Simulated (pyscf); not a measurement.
Elementary routes open to `[Cl][GaH][Cl]` + `[CH2]=[CH2]` in the gas phase (singlet surface):
A. `[CH3][CH2][Ga]([Cl])[Cl]` (Ga–H broken; C–Ga, C–H formed)
B. `[CH2]=[CH][Ga]([Cl])[Cl]` + `[H][H]` (Ga–H, C–H broken; C–Ga, H–H formed)

Single points on ωB97X-D3(BJ)/def2-SVP structures (PySCF, gas phase).

Problem. Rank the routes by free-energy barrier at 298 K, lowest first, for ωB97M-D3(BJ)/def2-TZVP energies (ideal gas, 1 atm, RRHO with modes under 100 cm⁻¹ raised to 100, one conformer, R ln 2 for chiral ones without a mode under 150 cm⁻¹).

Solution. A (28.7 kcal/mol), B (53.5 kcal/mol)

Route A is the fastest of these, ahead of the next by 24.8 kcal/mol. The most stable products are those of A (ΔG = -18.7 kcal/mol), so kinetics and thermodynamics agree. At 1200 K A is still the fastest. A: On the reactant side the descent ends in a bound adduct (not fully relaxed), 13.0 kcal/mol under the separated species and 25.7 kcal/mol under the saddle at ωB97X-D3(BJ)/def2-TZVP. On the product side the descent ends in a point that may be a rotor saddle (no frequency run), 3.7 kcal/mol over the lowest minimum found and 46.1 kcal/mol under the saddle at ωB97X-D3(BJ)/def2-TZVP. B: On the reactant side the descent ends in a bound adduct (not fully relaxed), 13.0 kcal/mol under the separated species and 54.9 kcal/mol under the saddle at ωB97X-D3(BJ)/def2-TZVP. Only these routes are compared; each barrier is that of the saddle found, and lower ones may exist. Elements up to Kr have no core potential and no relativistic terms here.
